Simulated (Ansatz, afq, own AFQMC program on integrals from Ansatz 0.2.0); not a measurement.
Two steps: Ansatz 0.2.0 writes the Fock matrix and Cholesky factors of the valence space, and afq projects on them the lowest state that overlaps trial and start.

```yaml
crystal:
  periodic: [false, false, false]
  atoms:
    - {symbol: C, position_ang: [0.000000, 0.000000, 0.000000]}
    - {symbol: H, position_ang: [1.079931, 0.014026, -0.000321]}
    - {symbol: H, position_ang: [-0.552113, 0.928231, -0.002734]}
    - {symbol: H, position_ang: [-0.527818, -0.942256, 0.003055]}
basis:
  gaussian: {orbitals: cc-pVDZ}
magnetization: {spin_polarized: true, initial_magnetization: 1}
correlation: {method: ccsd_t, electrons: outside_noble_gas, hamiltonian_folder: ham}
```

```sh
$ ansatz run in.yaml --threads 1 --pin off --events-out ev --progress --plain --max-ram 1382MiB
```

Options of the walk:

```
--method phaseless --trial hf --walkers 140 --populations 1 --least-time 40 --time-step 0.005 --steps-per-block 20 --equilibration-blocks 112 --max-blocks 600 --target-error 0.0009600 --factor-cut 1e-05 --start spin_pure --seed 6021 --taylor-order 6
```

Times are imaginary, in 1/Eh. The walk had a cap of 534 s.

```
orbitals 28  electrons 4 3  factors 212 of 259
reference energy -39.56381394 Eh
CCSD correlation -0.14948741 Eh in 8 cycles, weight of the determinant in the CISD state 0.9407
energy of the start -39.564133 Eh
 block  time / (1/Eh)  mean weight  energy / Eh
     1     0.100  1.0003  -39.604021
     2     0.200  1.0005  -39.633932
     3     0.300  1.0015  -39.654065
     4     0.400  1.0001  -39.662856
     5     0.500  1.0002  -39.673240
     8     0.800  1.0013  -39.709256
    18     1.800  1.0007  -39.703444
    69     6.900  1.0002  -39.727828
   120    12.000  1.0009  -39.730400
   171    17.100  1.0000  -39.706170
   222    22.200  0.9992  -39.734410
   273    27.300  1.0014  -39.758472
   324    32.400  1.0006  -39.724928
   341    34.100  0.9991  -39.694043
   375    37.500  1.0008  -39.710967
   426    42.600  1.0007  -39.708661
   477    47.700  0.9999  -39.716572
   528    52.800  1.0006  -39.724830
   579    57.900  0.9997  -39.694310
   630    63.000  1.0008  -39.712204
   681    68.100  0.9994  -39.731277
   698    69.800  0.9992  -39.707147
blocks merged  error / Eh  count
     1  0.000466  600
     2  0.000621  300
     4  0.000802  150
     8  0.000946  75
    16  0.001035  37
    32  0.001109  18
    64  0.000946  9
energy -39.715984 +/- 0.001109 Eh
(rows thinned)
```

Q: Estimate how long the walk took on 1 thread of Arm Neoverse V1, with other jobs on the host.

A: 2.9 min of wall time.

The run passed its tests (sampling time, drift between the halves within three errors, error under three times the target), which doesn't prove that it has relaxed.

Against this walk (error 30.2 meV) on the same determinant: CCSD(T) 2.5 meV higher (within the noise), CCSDT(Q) 11.7 meV lower (within the noise), a separate phaseless walk with a CISD trial and standard settings 18.7 ± 30.8 meV lower (within the noise). The error is statistical and leaves out the bias of the constraint.

Cautions: constraint bias not in the error; error above the target (30.2 against 26.1 meV).

CCSDT and higher add their correlation energy to the determinant of the CCSD(T) run, since their own runs factorise the integrals more tightly (a shift of under 2 meV). A walk keeps the symmetry of its determinant, which the program's search chose and which needn't be the lowest solution, so a lower state of the same spin and another symmetry isn't excluded.
